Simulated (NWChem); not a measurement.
A series in which one site is exchanged, each optimised at PBE0/def2-SVP with NWChem, gas phase unless a solvent is named. Low-valent species are run as closed-shell singlets; no triplet was tried in these runs. Some are not confirmed as minima by frequencies. def2 effective core potentials on I; no spin-orbit coupling.

A: [SiH2] (SiH2; site = H)
B: [SiH]I (SiHI; site = I)
C: F[SiH] (SiHF; site = F)
D: [SiH]Cl (SiHCl; site = Cl)

Values for A:

```
Property                                             Value
---------------------------------------------------  -----
orbital gap (eV), PBE0/def2-SVP                       3.75
vertical ionisation energy, ΔSCF, PBE/def2-SVP (eV)   9.35
static polarisability, PBE/def2-SVPD (bohr³)          35.5
lowest singlet excitation, PBE/def2-SVPD, TDA (eV)    2.45
```

Problem. How do these values change for the other members?

Solution. 
```csv
change from A,B,C,D
"orbital gap (eV), PBE0/def2-SVP",-0.16,+0.57,+0.23
"vertical ionisation energy, ΔSCF, PBE/def2-SVP (eV)",-0.58,+0.07,-0.17
"static polarisability, PBE/def2-SVPD (bohr³)",+36.3,-3.1,+11.8
"lowest singlet excitation, PBE/def2-SVPD, TDA (eV)",-0.26,+0.51,+0.20
```
